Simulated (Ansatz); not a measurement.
The input, for Ansatz 0.2.0:

```yaml
crystal:
  periodic: [false, false, false]
  atoms:
    - {symbol: Si, position_ang: [0.000000, 0.000000, 0.000000]}
    - {symbol: N, position_ang: [0.000000, 0.000000, 2.853000]}
basis:
  gaussian: {orbitals: 6-31G}
total_charge: 1
correlation: {active_space: {window: {electrons: 4, orbitals: 4}}}
```

```sh
$ ansatz run in.yaml --threads 1 --pin off --events-out ev --progress --plain --max-ram 2393MiB
```

Output:

```
272 factors; integrals over basis functions are off by at most 2.0e-4 eV
mean field evaluation 1: about -9318.3408 eV, gradient 3.8e1 eV
mean field evaluation 2: about -9318.3432 eV, gradient 3.8e1 eV
mean field evaluation 4: about -9323.4392 eV, gradient 1.8e1 eV
mean field evaluation 8: about -9325.9185 eV, gradient 8.0e-1 eV
mean field evaluation 16: about -9325.9210 eV, gradient 1.8e-6 eV
mean field evaluation 32: about -9319.7525 eV, gradient 5.7e-1 eV
mean field -9325.92099379 eV, -342.7212751856 hartree, gradient 1.8e-6 eV, S^2 0.000000; 3 other end points of the search recorded, 0 dependent functions left out
reference -9325.92099379 eV, -342.7212751856 hartree; 10, 10 occupied and 12, 12 virtual orbitals, 272 factors
state -9329.13184837 eV, -342.8392719150 hartree
1 active orbitals were swapped for others, from the solution at -9328.74543339 eV, -342.8250714262 hartree to that at -9329.13184837 eV, -342.8392719150 hartree; typed "places" are swapped only where nearly empty or full, and so, without "given_window_search", are "orbital_numbers", "shells" and a window whose orbitals a file names under [Active]
Total energy: -9329.13184837 eV, -342.8392719150 hartree
```

Natural occupations: 1.5778 1.0000 1.0000 0.4222.

Ran on 1 thread of Intel Xeon Platinum 8488C, shared host: 0.45 s wall, 0.16 GiB peak host memory.
